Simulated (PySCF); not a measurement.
**How the method moves the HOMO and LUMO of `FC1=CC1`**

C₃H₃F.
Numbering: `[F:1][C:2]1=[CH:3][CH2:4]1` (hydrogens: H5 on C3; H6, H7 on C4)

Cartesian coordinates in Å at the PBE0-D3(BJ)/def2-SVP level; atoms count from 1:
```
atom  x, y, z in Å
F1    -0.7358    1.0497   -1.6962
C2    -0.3833    0.3298   -0.6667
C3    -0.6321   -0.6579    0.1236
C4     0.6453    0.1748    0.3669
H5    -1.2100   -1.5013    0.4855
H6     1.6283   -0.2575    0.1159
H7     0.6846    0.8679    1.2240
```

Basis pcSseg-2 throughout (PySCF), one geometry. Geometry: PBE0-D3(BJ)/def2-SVP; no solvent, vibrations or thermal averaging.

Question: How do the orbital energies, the gap and the dipole change with the method?

Answer: 
```tsv
method	kind	HOMO (eV)	LUMO (eV)	gap (eV)	μ (D)	SCF cycles
BLYP	GGA	-5.96	-0.60	5.36	1.03	14
B97-D	GGA	-6.05	-0.58	5.46	1.02	14
OPBE	GGA	-6.05	-0.56	5.49	0.95	15
PBE	GGA	-6.07	-0.70	5.37	0.99	14
KT2	GGA	-6.08	-0.63	5.44	1.04	15
KT3	GGA	-6.13	-0.63	5.50	1.03	15
BP86	GGA	-6.16	-0.76	5.40	0.99	14
LDA	LDA	-6.21	-0.95	5.26	1.06	14
B97-2	global hybrid	-7.03	0.32	7.35	1.11	14
B3LYP	global hybrid	-7.08	0.08	7.16	1.14	14
PBE0	global hybrid	-7.28	0.36	7.64	1.12	14
mPW1PW91	global hybrid	-7.31	0.35	7.65	1.13	14
BHandHLYP	global hybrid	-8.37	1.38	9.75	1.26	13
CAM-B3LYP	range-separated hybrid	-8.65	1.46	10.11	1.20	12
wB97X-D	range-separated hybrid	-9.12	2.23	11.35	1.13	13
HF	Hartree–Fock	-9.95	2.88	12.84	1.34	11
LC-wPBE	range-separated hybrid	-10.01	2.67	12.68	1.18	13
```

The HOMO spans 4.05 eV, from BLYP down to LC-wPBE, and the gap runs from 5.26 eV (LDA) to 12.84 eV (HF). Over the methods BLYP (0 %), B97-D (0 %), OPBE (0 %), PBE (0 %), KT2 (0 %), KT3 (0 %), BP86 (0 %), LDA (0 %), B97-2 (21 %), B3LYP (20 %), PBE0 (25 %), mPW1PW91 (25 %), BHandHLYP (50 %), HF (100 %), a straight line through the gap against the share of exact exchange rises by 0.77 eV for each 10 % (correlation coefficient 0.995). The dipole ranges from 0.95 D (OPBE) to 1.34 D (HF). This basis has no diffuse functions.
